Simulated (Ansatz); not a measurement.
C2H4ClF, SMILES `CC(F)Cl` at its PBE0-D4/def2-TZVP geometry, where that method's forces vanish. The species carries charge 0 and has multiplicity 1.

```xyz
8

C     0.2247    0.7171    0.2947
C    -0.1998   -0.6572   -0.1276
F     0.8812   -1.4854   -0.1816
Cl   -0.9678   -0.6273   -1.7366
H    -0.6407    1.3768    0.3551
H     0.6990    0.6588    1.2768
H     0.9358    1.1256   -0.4238
H    -0.9325   -1.1084    0.5429
```

Q: What forces (eV/Å) does ωB97M-V/def2-TZVPP give on these atoms in the Gaussian-basis code of Ansatz? (Estimate.)

A: Computed: 
```
C1   0.069  0.178  0.080
C2  -0.320 -0.004  0.124
F3   0.202 -0.138 -0.024
Cl4 -0.010  0.003 -0.077
H5   0.063 -0.054 -0.008
H6  -0.039  0.004 -0.083
H7  -0.055 -0.041  0.043
H8   0.089  0.052 -0.055
```
